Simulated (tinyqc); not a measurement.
Ways to converge the cycle: SCF convergence aids in the sto-3g basis, for NH, spin multiplicity 3. Computed by the program tinyqc with PySCF. UHF with one setting changed at a time; a run stops when the energy changes by less than 1e-09 hartree and the error matrix is below 1e-5. The start is the core Hamiltonian. Damping d keeps d of the old density; a shift (hartree) raises the virtual levels; DIIS n extrapolates F over n matrices.

Geometry (angstrom):

| atom | x | y | z |
|---|---|---|---|
| N | 0.0000 | 0.0000 | 0.0000 |
| H | 0.0000 | 0.0000 | 1.1390 |

lowest solution found by these runs and by PySCF with stability checks = -54.261331 hartree

Largest element of the error matrix X^T (FDS - SDF) X:

| iteration | plain | damping 0.3 | damping 0.6 | shift 0.4 | DIIS 3 | DIIS 8 |
|---|---|---|---|---|---|---|
| 1 | 3.2e-01 | 3.2e-01 | 3.2e-01 | 3.2e-01 | 3.2e-01 | 3.2e-01 |
| 2 | 6.1e-02 | 1.6e-01 | 2.4e-01 | 2.3e-01 | 6.1e-02 | 6.1e-02 |
| 3 | 1.5e-02 | 6.8e-02 | 1.7e-01 | 9.1e-02 | 1.1e-02 | 1.1e-02 |
| 4 | 6.7e-03 | 3.0e-02 | 1.2e-01 | 3.6e-02 | 5.9e-03 | 5.9e-03 |
| 5 | 4.8e-03 | 1.4e-02 | 7.9e-02 | 1.6e-02 | 3.5e-03 | 3.4e-03 |
| 6 | 3.6e-03 | 8.4e-03 | 5.3e-02 | 8.7e-03 | 7.7e-04 | 5.5e-04 |
| 8 | 2.0e-03 | 4.1e-03 | 2.5e-02 | 4.1e-03 | 2.2e-05 | 1.1e-06 |
| 10 | 1.1e-03 | 2.6e-03 | 1.3e-02 | 2.6e-03 | 5.2e-06 | - |
| 14 | 3.6e-04 | 1.2e-03 | 4.8e-03 | 1.2e-03 | - | - |
| 20 | 6.4e-05 | 3.8e-04 | 2.0e-03 | 3.6e-04 | - | - |
| 30 | - | 5.5e-05 | 6.6e-04 | 4.9e-05 | - | - |
| 45 | - | - | 1.4e-04 | - | - | - |
| 60 | - | - | 2.8e-05 | - | - | - |

How each run ends:

| run | iterations | E (hartree) | state |
|---|---|---|---|
| plain | 27 | -54.261331 | lowest found |
| damping 0.3 | 40 | -54.261331 | lowest found |
| damping 0.6 | >60 | -54.261331 | falls steadily but slowly, by a factor of about 0.90 a step |
| shift 0.4 | 39 | -54.261331 | lowest found |
| DIIS 3 | 10 | -54.261331 | lowest found |
| DIIS 8 | 9 | -54.261331 | lowest found |

What does the comparison show, and why?

5 of 6 runs reach the lowest solution found, in 9 to 40 iterations (fastest: DIIS 8). Not converged: damping 0.6. Plain steps already contract here, so damping only slows them. DIIS 3 and DIIS 8 gain by cancelling the error over several earlier matrices, much as a quasi-Newton step does.
